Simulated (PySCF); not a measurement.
**Electron affinity of O by level of theory**

O- [He] 2s2 2p5 (2P) → O [He] 2s2 2p4 (3P), as a difference of total energies. Computed with PySCF 2.14 in def2-TZVPPD (6s4p3d1f, 40 functions), with the non-relativistic Hamiltonian (point nucleus). Correlated levels: valence and next inner shell: nothing frozen. The calculations carry no spin-orbit coupling.

```tsv
method	electron affinity (eV)
UHF	-0.572
MP2 (valence and next inner shell)	1.365
SCS-MP2 (valence and next inner shell)	1.322
CCSD (valence and next inner shell)	1.137
CCSD(T) (valence and next inner shell)	1.281
```

Errors of the correlated levels include the incompleteness of this basis.

A negative affinity means that the anion lies above the atom at that level of theory.

Question: Which method comes closest to the reference value, and which is furthest?

Answer: The reference is 1.461 eV (measured; photodetachment measurements, as compiled on the Wikipedia data page of electron affinities). Closest: MP2 (valence and next inner shell) (error -0.096 eV); furthest: UHF (error -2.033 eV).
